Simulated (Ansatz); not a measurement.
The input, for Ansatz 0.2.0:

```yaml
crystal:
  periodic: [false, false, false]
  atoms:
    - {symbol: Sb, position_ang: [0.000000, -0.020134, 0.000000]}
    - {symbol: H, position_ang: [0.000000, 1.216100, -1.179315]}
    - {symbol: H, position_ang: [0.000000, 1.216107, 1.179309]}
basis:
  gaussian: {orbitals: def2-SVP}
total_charge: 1
magnetization: {spin_polarized: true, initial_magnetization: 0}
hamiltonian: {xc: {name: PBE}}
output: {orbitals: {seedname: orbitals}}
```

```sh
$ ansatz run in.yaml --threads 1 --pin off --events-out ev --progress --plain --max-ram 2393MiB
```

Log:

```
432 factors; their error is unknown
mean field evaluation 1: about -6559.1781 eV, gradient 1.0e1 eV
mean field evaluation 2: about -6559.2989 eV, gradient 8.8e0 eV
mean field evaluation 4: about -6560.0760 eV, gradient 3.0e-1 eV
mean field evaluation 8: about -6560.0702 eV, gradient 1.7e-3 eV
mean field -6560.07015520 eV, -241.0781316283 hartree, gradient 3.2e-5 eV, S^2 0.000000; 1 other end points of the search recorded, 0 dependent functions left out
reference -6560.07018033 eV, -241.0781325517 hartree; 12, 12 occupied and 24, 24 virtual orbitals, 432 factors
Total energy: -6560.07018033 eV, -241.0781325517 hartree
```

Ran on 1 thread of Intel Xeon, shared host: 2.8 s wall, 0.09 GiB peak host memory.
